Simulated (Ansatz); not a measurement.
hcp Sc was calculated with PBE-D4 (Ansatz, a quantum-chemistry and plane-wave program, plane waves, PAW).

Settings: plane-wave cutoff 520 eV, 18×18×10 k mesh (along the axes of the cell as run), Fermi–Dirac smearing 0.05 eV, scalar-relativistic PAW data made under PBE.

Properties against volume:

Shape and atoms are relaxed at each volume.

```json
[
 {"V (Å³/atom)": "22.933", "P (GPa)": "2.47", "c (Å)": "5.032", "a (Å)": "3.244"},
 {"V (Å³/atom)": "23.410", "P (GPa)": "1.18", "c (Å)": "5.070", "a (Å)": "3.266"},
 {"V (Å³/atom)": "23.888", "P (GPa)": "0.00", "c (Å)": "5.107", "a (Å)": "3.287"},
 {"V (Å³/atom)": "24.366", "P (GPa)": "-1.08", "c (Å)": "5.143", "a (Å)": "3.308"},
 {"V (Å³/atom)": "24.844", "P (GPa)": "-2.07", "c (Å)": "5.178", "a (Å)": "3.329"}
]
```

Note: the bulk modulus comes from volumes at which shape and atoms were relaxed.
